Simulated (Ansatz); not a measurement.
Input for Ansatz (development build ahead of 0.2.0):

```yaml
crystal:
  periodic: [false, false, false]
  atoms:
    - { symbol: O, position_ang: [0.0, 0.0, 0.0] }
    - { symbol: O, position_ang: [0.0, 0.0, 1.43] }
basis:
  gaussian: { orbitals: def2-SVP }
magnetization:
  initial_magnetization: 2
hamiltonian:
  xc: hf
correlation:
  method: mp2
  frozen_orbitals: { O: 1 }
output:
  forces: true
```

The input is written out in the form of the current development build from the run's settings. Correlation on restricted open-shell orbitals is semicanonical, with singles.

The run gave:

```json
{"Converged": "yes", "Reference energy": "-149.41869 hartree", "Correlation energy": "-0.31935 hartree", "Total energy": "-149.73803 hartree", "Spin squared of the determinant": "2.000", "Stability test": "minimum among restricted orbitals"}
```

Forces (eV/Å):
| atom | Fx | Fy | Fz |
| --- | --- | --- | --- |
| O1 | 0.000 | 0.000 | 9.205 |
| O2 | 0.000 | 0.000 | -9.205 |

Caution: bonds are stretched, where a single reference can fail.
